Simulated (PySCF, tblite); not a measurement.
Isomers of C4H6N (doublet state), one GFN2-xTB conformer each. Single-point energies are computed at B3LYP/pcH-1 (PySCF, gas phase, no added dispersion term), electronic only. GFN2-xTB treats the open shell by occupation alone, and not every SCF solution was tested for stability.

Question: Rank them by B3LYP/pcH-1 energy, lowest first (kJ/mol).
A. `[H]/[N:5]=[CH:4]\[C:2]([CH2:1])=[CH2:3]` (doublet state) with H–C1–C2–C3 179° and 2°, C1–C2–C4–N5 -23°
B. `[CH3:1][CH:2][CH2:3][C:4]#[N:5]` (doublet state) with C1–C2–C3–C4 83°
C. `[CH2:1]=[N:2][C:3]1[CH2:4][CH2:5]1` (doublet state) with C1–N2–C3–C4 -28°
D. `C#C[C](C)N` [radical]
E. `C[C](C)C#N` [radical]
F. `[CH2:1][C:2]#[C:3][CH2:4][NH2:5]` (doublet state) with C3–C4–N5–H 57° and -61°
G. `[H]/[N:1]=[CH:2]/[C:3]1[CH2:4][CH2:5]1` (doublet state) with N1–C2–C3–C4 0°

Answer: E (0.0), B (59.2), A (88.9), D (129.0), F (162.1), G (163.4), C (197.9).

As drawn, the highest has a three-membered ring, which the lowest lacks. Neighbours under 21 kJ/mol apart ([CH2]C#CCN and [H]/N=C/[C]1CC1) can change places with a better method, another conformer or zero-point energy. GFN2-xTB itself gives, in the same order: 0.0, 67.2, 95.9, 99.4, 141.6, 104.3, 76.0. Both levels put the same isomer lowest; measured from each level's own lowest isomer, the values differ by up to 121.9 kJ/mol (C=N[C]1CC1: 76.0 against 197.9).

Q: What happens when harmonic zero-point energies from GFN2-xTB frequencies are added?

A: 
```
            SMILES  ZPE (kJ/mol)  electronic (kJ/mol)  with ZPE (kJ/mol)
        C[C](C)C#N         227.8                  0.0                0.0
         C[CH]CC#N         226.1                 59.2               57.6
[H]/N=C\C([CH2])=C         225.0                 88.9               86.2
        C#C[C](C)N         224.1                129.0              125.4
        [CH2]C#CCN         224.1                162.1              158.4
   [H]/N=C/[C]1CC1         228.9                163.4              164.5
        C=N[C]1CC1         226.6                197.9              196.8
```

The zero-point energies span 4.8 kJ/mol. The order is unchanged.
